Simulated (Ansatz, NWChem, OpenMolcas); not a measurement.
## BH2 (boron dihydride): methods side by side

BH2 has 3 atoms, charge 0, and is taken as a doublet. As SMILES, `[BH2]`. Geometry: relaxed at PBE0-D4/def2-TZVP.

```tsv
atom	x (Å)	y (Å)	z (Å)
B	0.2651	-0.1677	0.1297
H	0.2921	1.0149	0.2708
H	-0.5572	-0.8473	-0.4006
```

Each level gives the electronic atomisation energy (eV). The values are calculated. Electronic energies at fixed atoms, without zero-point motion or spin-orbit coupling.

```
                level                    kind     program  value (eV)  less CCSD(T)/def2-TZVPPD  CPU time (all runs)
    UBLYP/def2-TZVPPD                     GGA  OpenMolcas        7.46                     +0.22                 17 s
   UB3LYP/def2-TZVPPD           global hybrid      NWChem        7.57                     +0.33                 16 s
    UPBE0/def2-TZVPPD           global hybrid  OpenMolcas        7.47                     +0.23                 17 s
  U-wB97X/def2-TZVPPD  range-separated hybrid      Ansatz        7.45                     +0.21                 14 s
  UB2PLYP/def2-TZVPPD           double hybrid      Ansatz        7.47                     +0.23                3.6 s
UPBE-QIDH/def2-TZVPPD           double hybrid      Ansatz        7.45                     +0.21                3.5 s
ROCCSD(T)/def2-TZVPPD   coupled cluster or CI  OpenMolcas        7.24                      0.00                 11 s
 UBCCD(T)/def2-TZVPPD   coupled cluster or CI      Ansatz        7.24                      0.00                5.6 s
```

Differences are taken from ROCCSD(T)/def2-TZVPPD for orientation; it has basis-set and higher-order errors of its own. The values span 7.24 to 7.57 eV. Times are those of the runs behind each value, whatever else they computed, on shared processors of several kinds: orders of magnitude only.
